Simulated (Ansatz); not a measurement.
Barrier O + ClH via ClHO, on the benchmark's geometries as Psi4's copy gives them; open shells unrestricted, no zero-point energy, no spin–orbit coupling.
Transition structure (charge 0, multiplicity 3):
```csv
atom,x (Å),y (Å),z (Å)
Cl,0.0188,-0.8173,0.0000
H,-0.4705,0.5695,0.0000
O,0.0188,1.6656,0.0000
```

The values were computed with Ansatz (Gaussian orbitals). 

The barrier height (kcal/mol) and the share of exact exchange:

```json
[
 {"functional": "PBE/def2-TZVPPD", "exact exchange (%)": "0", "value": "-10.09"},
 {"functional": "PBE0/def2-TZVPPD", "exact exchange (%)": "25", "value": "2.71"},
 {"functional": "BLYP/def2-TZVPPD", "exact exchange (%)": "0", "value": "-8.36"},
 {"functional": "B3LYP/def2-TZVPPD", "exact exchange (%)": "20", "value": "1.40"},
 {"functional": "BHLYP/def2-TZVPPD", "exact exchange (%)": "50", "value": "12.71"},
 {"functional": "r2SCAN/def2-TZVPPD", "exact exchange (%)": "0", "value": "-3.53"}
]
```

Problem. Take the value as linear in the share of exact exchange along PBE and PBE0. Give the slope, say whether the sign turns, and set the other functionals against that line.

Solution. 
Slope: (2.71 − (-10.09))/2.5 = 5.12 kcal/mol for each 10 %. The line crosses zero at 20 %, where the sign would turn. At 50 % it gives 15.5 kcal/mol. The LYP pair gives (12.71 − (-8.36))/5 = 4.22 for each 10 %. BHLYP, at 50 %, lies -2.8 from the PBE line. B3LYP, at 20 %, lies 1.3 from the PBE line. r2SCAN, with none, stands 6.6 from PBE.

Ansatz is a quantum-chemistry and plane-wave program.
